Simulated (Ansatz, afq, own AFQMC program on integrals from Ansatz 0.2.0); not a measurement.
Two steps: Ansatz 0.2.0 writes the Fock matrix and Cholesky factors of the valence space, and afq projects on them the lowest state that overlaps trial and start.

```yaml
crystal:
  periodic: [false, false, false]
  atoms:
    - {symbol: Si, position_ang: [0.000000, 0.000000, 0.000000]}
    - {symbol: N, position_ang: [0.000000, 0.000000, 1.889000]}
basis:
  gaussian: {orbitals: 6-31G}
magnetization: {spin_polarized: false, initial_magnetization: 1}
correlation: {method: ccsd_t, electrons: outside_noble_gas, hamiltonian_folder: ham}
```

```sh
$ ansatz run in.yaml --threads 1 --pin off --events-out ev --progress --plain --max-ram 24576MiB --backend cuda --devices 0, --max-vram 18GiB
```

Options of the walk:

```
--method phaseless --trial hf --walkers 4000 --populations 20 --least-time 40 --time-step 0.005 --steps-per-block 20 --equilibration-blocks 112 --max-blocks 4000 --target-error 0.0009000 --factor-cut 1e-05 --start spin_pure --seed 7582 --taylor-order 6
```

Times are imaginary, in 1/Eh. The walk had a cap of 49 s. With eight or more populations the least sampling time is a fifth of least-time, and the error comes from their spread.

Log:

```
orbitals 16  electrons 5 4  factors 87 of 272
reference energy -343.13468440 Eh
CCSD correlation -0.20828867 Eh in 18 cycles, weight of the determinant in the CISD state 0.7561
energy of the start -343.134685 Eh
 block  time / (1/Eh)  mean weight  energy / Eh
     1     0.100  1.0008  -343.165154
     2     0.200  1.0007  -343.189986
     3     0.300  1.0010  -343.211210
     4     0.400  1.0009  -343.227261
     5     0.500  1.0010  -343.239318
     8     0.800  1.0005  -343.272276
    17     1.700  1.0001  -343.314727
    65     6.500  1.0001  -343.347223
   113    11.300  0.9999  -343.333311
   161    16.100  1.0000  -343.353546
   209    20.900  0.9999  -343.336968
   257    25.700  1.0002  -343.327835
   305    30.500  0.9995  -343.339900
   353    35.300  0.9999  -343.341399
   401    40.100  0.9997  -343.340752
   449    44.900  0.9998  -343.334915
   497    49.700  0.9997  -343.341900
   545    54.500  0.9996  -343.353514
   577    57.700  0.9999  -343.319622
   593    59.300  0.9998  -343.345687
   641    64.100  0.9999  -343.334874
   657    65.700  0.9995  -343.335692
error from the spread of 20 populations
energy -343.339965 +/- 0.001166 Eh
(rows thinned)
```

The run passed its tests (sampling time, drift between the halves within three errors, error under three times the target), which doesn't prove that it has relaxed, ending at its cap on processor time.

Against this walk (error 31.7 meV) on the same determinant: CCSD(T) 532.5 meV lower, CCSDT(Q) 596.4 meV lower, CCSDTQ 599.8 meV lower, full CI 618.4 meV lower, a separate phaseless walk with a CISD trial and standard settings 466.9 ± 32.2 meV lower. The error is statistical and leaves out the bias of the constraint. Full CI is exact here, so the walk's 618 meV above it is the walk's own error: the bias of the constraint with this trial. It lies above even CCSD, by 82 meV. The determinant is a poor start (see the cautions), so the low cluster orders aren't to be relied on, and full CI is the sure value.

Cautions: constraint bias not in the error; error above the target (31.7 against 24.5 meV); a spin-contaminated unrestricted determinant lies lower (UHF 2.34 eV lower, ⟨S²⟩ 1.56); the search met a lower determinant of the same kind, perhaps of another symmetry (1.04 eV lower), and this one is a saddle point; strong correlation (T1 0.080, weight of the determinant 0.76, largest double 0.17); (T) is large, 8 % of the CCSD correlation; CCSDTQ on the UHF determinant differs (34 meV higher), by its state or its frozen core.

The walk took 49 s on 1 × NVIDIA H100 80GB HBM3 with 2 threads of AMD EPYC 7R13 Processor (Zen 3), on a shared host (the card was shared). The log's last line is the phaseless energy.

CCSDT and higher add their correlation energy to the determinant of the CCSD(T) run, since their own runs factorise the integrals more tightly (a shift of under 2 meV). A walk keeps the symmetry of its determinant, which the program's search chose and which needn't be the lowest solution, so a lower state of the same spin and another symmetry isn't excluded.
